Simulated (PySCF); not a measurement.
# Beryllium: a sound run and one with changed settings

Sound run: Be [He] 2s2, Be⁺ [He] 2s1. Computed with PySCF 2.14 in jorge-DZP-DKH, with the spin-free X2C one-electron Hamiltonian (Gaussian nucleus). In the sound run the correlated levels freeze 1s2. The sound run starts from symmetry-adapted Hartree-Fock orbitals and uses a fine grid where one is needed.

Changed run: basis STO-3G, all-electron and non-relativistic. This setting is unsound on purpose.

```json
{"species": "Be", "method": "UHF", "sound run (hartree)": "-14.57420", "changed run (hartree)": "-14.35188", "converged": "yes"}
{"species": "Be", "method": "M06-2X", "sound run (hartree)": "-14.66657", "changed run (hartree)": "-14.45482", "converged": "yes"}
{"species": "Be", "method": "MN15", "sound run (hartree)": "-14.65976", "changed run (hartree)": "-14.33935", "converged": "yes"}
{"species": "Be", "method": "MP2", "sound run (hartree)": "-14.59991", "changed run (hartree)": "-14.37567", "converged": "yes"}
{"species": "Be", "method": "CCSD(T)", "sound run (hartree)": "-14.61944", "changed run (hartree)": "-14.40333", "converged": "yes"}
{"species": "Be⁺", "method": "UHF", "sound run (hartree)": "-14.27885", "changed run (hartree)": "-14.09784", "converged": "yes"}
{"species": "Be⁺", "method": "M06-2X", "sound run (hartree)": "-14.33352", "changed run (hartree)": "-14.15566", "converged": "yes"}
{"species": "Be⁺", "method": "MN15", "sound run (hartree)": "-14.33167", "changed run (hartree)": "-14.05313", "converged": "yes"}
```

Ionisation energy of Be:

```
 method  sound run (eV)  changed run (eV)
    UHF           8.037             6.913
 M06-2X           9.063             8.141
   MN15           8.928             7.788
    MP2           8.737             7.560
SCS-MP2           8.876             7.690
   CCSD           9.268             8.313
CCSD(T)           9.268             8.313
  CCSDT           9.268             8.313
    FCI           9.268             8.313
```

A minimal basis cannot let orbitals breathe on ionisation and holds almost no correlation. The Hamiltonian changed with the basis, so the totals do not compare.

For comparison, NIST gives 9.323 eV between the lowest levels.
